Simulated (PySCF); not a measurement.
Ethene, fluoro-, C₂H₃F, SMILES C=CF, point group Cs.

Level: B3LYP/pcSseg-1 in PySCF (density fitting, grid level 2); geometry and Hessian at that level, cubic constants and property derivatives from steps of ±0.6 along each species' dimensionless normal coordinates, second-order vibrational perturbation theory. The parent has the commonest isotopes.

Equilibrium geometry (Å):

```json
{"atom": "C1", "x": "-0.6925", "y": "0.0190", "z": "-0.1302"}
{"atom": "C2", "x": "0.6070", "y": "0.0622", "z": "0.0992"}
{"atom": "F3", "x": "1.3840", "y": "-1.0397", "z": "0.0438"}
{"atom": "H4", "x": "-1.2774", "y": "0.9312", "z": "-0.0735"}
{"atom": "H5", "x": "-1.1927", "y": "-0.9134", "z": "-0.3756"}
{"atom": "H6", "x": "1.1841", "y": "0.9488", "z": "0.3500"}
```

(1) How much do zero-point and thermal motion change the parent's shieldings?

(2) And the bond lengths, in the parent and with ²H at 4?

(3) What are the dipole moments?

The study (211 SCF points, 66 basis functions) took 7.3 min on 1 thread of AMD EPYC 7R43 64-Core, on a host shared with other jobs (rough), peak memory 0.37 GiB, launched as `OMP_NUM_THREADS=1 python ens_run.py task.json out`.

## Answers

(1) 
| atom | σe (ppm) | anharmonic part, 0 K | harmonic part, 0 K | Δσ at 0 K | Δσ at 298.15 K | Δσ at 700 K |
| --- | --- | --- | --- | --- | --- | --- |
| C1 | 79.99 | -1.35 | -3.05 | -4.40 | -4.55 | -5.25 |
| C2 | 13.49 | -1.52 | -1.94 | -3.46 | -3.62 | -4.49 |
| F3 | 269.29 | -2.76 | -10.17 | -12.93 | -13.44 | -17.07 |
| H4 | 27.00 | -0.10 | -0.35 | -0.46 | -0.46 | -0.51 |
| H5 | 26.50 | -0.13 | -0.36 | -0.49 | -0.50 | -0.55 |
| H6 | 24.75 | -0.16 | -0.32 | -0.49 | -0.49 | -0.55 |

(2) 
```csv
bond,re (Å),⟨r⟩ at 0 K,between mean positions,"⟨r⟩, labelled"
C1–C2,1.3203,1.3268,1.3252,1.3267
C2–F3,1.3495,1.3575,1.3562,1.3575
C1–H4,1.0851,1.1052,1.0876,1.0999
C1–H5,1.0861,1.1064,1.0902,1.1065
C2–H6,1.0872,1.1078,1.0940,1.1078
```

(3) 1.452 D at equilibrium; averaged at 0 K: parent 1.459 D; ²H at 4 1.465 D; ²H at 5 1.457 D; ¹³C at 1, ²H at 4 1.466 D; ²H at 6 1.461 D; ¹³C at 2 1.458 D; ¹³C at 2, ²H at 4 1.465 D. Measured: 1.43 D (NIST CCCBDB Release 22 (SRD 101), experimental dipoles).
